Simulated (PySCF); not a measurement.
## Fractional electron number in Cl⁻ (chlorine, charge -1)

The 3p beta orbital of [Ar] is emptied in steps (occupation f), with all orbitals relaxed, ending at [Ne] 3s2 3p5. All numbers are calculated (PySCF 2.14, the non-relativistic Hamiltonian (point nucleus), in aug-cc-pV(T+d)Z). The exact energy is a straight line in f; departures are measured from the line between the end points of the same method.

```json
{"f": "1", "UHF (eV)": "0.000", "LDA (eV)": "0.000", "PBE (eV)": "0.000", "PBE0 (eV)": "0.000", "r2SCAN (eV)": "0.000", "LC-wPBE (eV)": "0.000", "BHandHLYP (eV)": "0.000", "wB97X (eV)": "0.000", "BLYP (eV)": "0.000", "HSE06 (eV)": "0.000"}
{"f": "0.75", "UHF (eV)": "0.294", "LDA (eV)": "-0.777", "PBE (eV)": "-0.746", "PBE0 (eV)": "-0.494", "r2SCAN (eV)": "-0.684", "LC-wPBE (eV)": "0.022", "BHandHLYP (eV)": "-0.249", "wB97X (eV)": "-0.043", "BLYP (eV)": "-0.751", "HSE06 (eV)": "-0.569"}
{"f": "0.5", "UHF (eV)": "0.362", "LDA (eV)": "-1.055", "PBE (eV)": "-1.008", "PBE0 (eV)": "-0.667", "r2SCAN (eV)": "-0.910", "LC-wPBE (eV)": "0.024", "BHandHLYP (eV)": "-0.347", "wB97X (eV)": "-0.067", "BLYP (eV)": "-1.019", "HSE06 (eV)": "-0.768"}
{"f": "0.25", "UHF (eV)": "0.252", "LDA (eV)": "-0.804", "PBE (eV)": "-0.763", "PBE0 (eV)": "-0.504", "r2SCAN (eV)": "-0.677", "LC-wPBE (eV)": "0.017", "BHandHLYP (eV)": "-0.270", "wB97X (eV)": "-0.059", "BLYP (eV)": "-0.775", "HSE06 (eV)": "-0.580"}
{"f": "0", "UHF (eV)": "0.000", "LDA (eV)": "0.000", "PBE (eV)": "0.000", "PBE0 (eV)": "0.000", "r2SCAN (eV)": "0.000", "LC-wPBE (eV)": "0.000", "BHandHLYP (eV)": "0.000", "wB97X (eV)": "0.000", "BLYP (eV)": "0.000", "HSE06 (eV)": "0.000"}
```

Question: For BLYP, how does the orbital energy at f = 1 compare with the removal energy?

Answer: −ε = -0.350 eV against a total-energy difference of 3.574 eV. By Janak's theorem ε = ∂E/∂f, so the gap between them reflects the curvature. Along the path −ε is 1.514 (f = 0.75), 3.509 (f = 0.5), 5.602 (f = 0.25) eV.

```csv
method,E(f=0) − E(f=1) (eV),−ε at f=1 (eV),−ε at f=0.5 (eV)
UHF,2.378,4.091,2.267
LDA,3.938,-0.114,3.866
PBE,3.653,-0.253,3.607
PBE0,3.572,0.988,3.544
r2SCAN,3.613,-0.014,3.633
LC-wPBE,3.577,3.735,3.562
BHandHLYP,3.428,2.167,3.374
wB97X,3.626,3.449,3.587
BLYP,3.574,-0.350,3.509
HSE06,3.567,0.583,3.538
```

At f = 1 the orbital energy is positive for LDA, PBE, r2SCAN, BLYP: only the finite basis holds the electron.

Reference removal energy between the ground levels: 3.613 eV (measured; photodetachment measurements, as compiled on the Wikipedia data page of electron affinities). The calculation has no spin-orbit coupling. UHF lacks correlation.
